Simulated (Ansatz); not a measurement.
# BCCD(T)/STO-3G run of SiH2S (SMILES [SiH]S)

Aim: the energy change on altering one bond length of SiH2S at BCCD(T)/STO-3G, from 2 runs. 

The results are computed with Ansatz 0.2.0.

46 further runs of the same task are left out: 46 set aside as unsound or not needed.

**1. The molecule**

The species is SiH2S (4 atoms), meant as a singlet with charge 0. As SMILES, `[SiH]S`. The coordinates come from a PBE0-D4/def2-TZVP relaxation.

Bond lengths: Si1–S2 2.115 Å, Si1–H3 1.525 Å, S2–H4 1.346 Å. Angles: Si1–S2–H4 97.5°, S2–Si1–H3 89.3°.

**2. The energy at BCCD(T)/STO-3G**

File input.yaml:

```yaml
crystal:
  periodic: [false, false, false]
  atoms:
    - symbol: Si
      position_ang: [-0.262800, -1.074400, 0.161100]
    - symbol: S
      position_ang: [0.190500, 0.958800, -0.206600]
    - symbol: H
      position_ang: [1.017500, -1.190800, 0.981400]
    - symbol: H
      position_ang: [-0.889700, 1.246000, -0.956200]
basis:
  gaussian: {orbitals: STO-3G}
correlation: {method: bccd_t, frozen_orbitals: {H: 0, S: 5, Si: 5}}
accuracy: high
scf: {omitted_lower_state_checks: [cluster_reference, increment]}
```

On the command line:

```
ansatz run input.yaml --threads 1 --pin off --max-ram 2610MiB --events-out events.jsonl --progress --plain --runs-dir runs
```

The log of the run, cut to the lines that bear on the results:

```text
Warning: RAYON_NUM_THREADS=1 ignored (pool sized by the plan → 1); use --threads N
Functional definition: HF
  name "HF"
[...]
345 factors; integrals over basis functions are off by at most 1.3e-8 eV
[...]
mean field -18500.85921416 eV, -679.8940357876 hartree, gradient 4.8e-8 eV, S^2 0.000000; 0 other end points of the search recorded, 0 dependent functions left out
10 core orbitals not correlated: weight in the atoms' cores, before any rotation towards them, 1.000 or more for the frozen orbitals, at most 0.000 for the correlated occupied ones
reference -18500.85921416 eV, -679.8940357876 hartree; 6, 6 occupied and 4, 4 virtual orbitals, 345 factors
second order -1.59260814 eV of doubles, -0.00000000 eV of singles
cycle   1  -1.97215987 eV  change   -3.8e-1 eV  update   8.3e-2
[...]
cycle  19  -2.22431638 eV  change   6.7e-10 eV  update   1.3e-9
perturbative correction -0.08167793 eV, -0.0030016084 hartree
Total energy: -18503.16520847 eV, -679.9787795153 hartree
Checks for a lower state left out: cluster_reference, increment
```

It took 0.24 s on 1 thread of AMD EPYC 7R43 (Zen 3), shared host.

**3. The distorted shape at the same level**

File input.yaml:

```yaml
crystal:
  periodic: [false, false, false]
  atoms:
    - symbol: Si
      position_ang: [-0.582838, -1.045303, -0.043952]
    - symbol: S
      position_ang: [-0.129538, 0.987897, -0.411652]
    - symbol: H
      position_ang: [1.017500, -1.190800, 0.981400]
    - symbol: H
      position_ang: [-1.209738, 1.275097, -1.161252]
basis:
  gaussian:
    orbitals: STO-3G
correlation:
  method: bccd_t
  frozen_orbitals: {H: 0, S: 5, Si: 5}
accuracy: high
scf:
  omitted_lower_state_checks: [cluster_reference, increment]
```

On the command line:

```
ansatz run input.yaml --threads 1 --pin off --max-ram 2610MiB --events-out events.jsonl --progress --plain --runs-dir runs
```

The log of the run, cut to the lines that bear on the results:

```text
Warning: RAYON_NUM_THREADS=1 ignored (pool sized by the plan → 1); use --threads N
[... 2 set-up lines as earlier in the session ...]
[...]
344 factors; integrals over basis functions are off by at most 8.7e-9 eV
[...]
mean field -18499.27764696 eV, -679.8359142652 hartree, gradient 2.7e-8 eV, S^2 0.000000; 0 other end points of the search recorded, 0 dependent functions left out
10 core orbitals not correlated: weight in the atoms' cores, before any rotation towards them, 1.000 or more for the frozen orbitals, at most 0.000 for the correlated occupied ones
reference -18499.27764696 eV, -679.8359142652 hartree; 6, 6 occupied and 4, 4 virtual orbitals, 344 factors
second order -1.87698010 eV of doubles, -0.00000000 eV of singles
cycle   1  -2.35216641 eV  change   -4.8e-1 eV  update   9.6e-2
[...]
cycle  23  -2.69205031 eV  change   3.9e-10 eV  update  2.4e-10
perturbative correction -0.09292397 eV, -0.0034148927 hartree
Total energy: -18502.06262124 eV, -679.9382601820 hartree
Checks for a lower state left out: cluster_reference, increment
```

Run time: 0.26 s. Hardware: 1 thread of AMD EPYC 7R43 (Zen 3), shared host.

**4. Summary of results**

At BCCD(T)/STO-3G, 10 core orbitals frozen:

| quantity | value |
| --- | --- |
| first shape: total energy | -679.97878 Eh |
| first shape: correlation energy (10 core orbitals frozen) | -84.7 mEh |
| first shape: (T) correction | -3.00 mEh |
| distorted shape: total energy | -679.93826 Eh |
| distorted shape: correlation energy (10 core orbitals frozen) | -102.3 mEh |
| distorted shape: (T) correction | -3.41 mEh |
| energy change with the Si1–H3 bond stretched from 1.525 to 1.906 Å | 1.103 eV |

What this shows: With the Si1–H3 bond stretched from 1.525 to 1.906 Å the energy rises by 1.10 eV (106 kJ/mol). The first shape isn't relaxed at this level, so the change isn't measured from a minimum. The minimal basis adds a large error of its own. The triples (first shape) make up 3.5 % of the correlation energy. The triples (distorted shape) make up 3.3 % of the correlation energy.
